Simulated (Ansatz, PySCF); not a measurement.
Species: C$_{2}$H$_{2}$N, charge -1, multiplicity 1. SMILES: N#C[CH2-]
Geometry: optimised at B3LYP-D3(BJ)/def2-TZVP (Ansatz, a quantum-chemistry and plane-wave program).

Unscaled harmonic wavenumbers (cm⁻¹) in rising order, each level at the stationary point that it reaches from this structure (no distance between atoms moves by over 0.3 Å); the order of modes can differ between levels, and a negative number is imaginary. B3LYP-D3(BJ)/def2-TZVP (PySCF, at the structure above): 334, 441, 580, 1051, 1071, 1430, 2156, 3098, 3159.

HF/3-21G (Ansatz): 269, 512, 693, 1159, 1166, 1593, 2335, 3288, 3355. Zero-point energy 20.5 against 19.0 kcal/mol; where all levels lie over 400 cm⁻¹, the wavenumbers are on average 1.108 times those of B3LYP-D3(BJ)/def2-TZVP.

HF/6-31G* (Ansatz): 493, 493, 662, 1099, 1197, 1592, 2384, 3211, 3257. Zero-point energy 20.6 against 19.0 kcal/mol; where all levels lie over 400 cm⁻¹, the wavenumbers are on average 1.088 times those of B3LYP-D3(BJ)/def2-TZVP.

B3LYP/6-31G* (Ansatz): 453, 458, 603, 1079, 1087, 1467, 2183, 3062, 3110. Zero-point energy 19.3 against 19.0 kcal/mol; where all levels lie over 400 cm⁻¹, the wavenumbers are on average 1.016 times those of B3LYP-D3(BJ)/def2-TZVP.
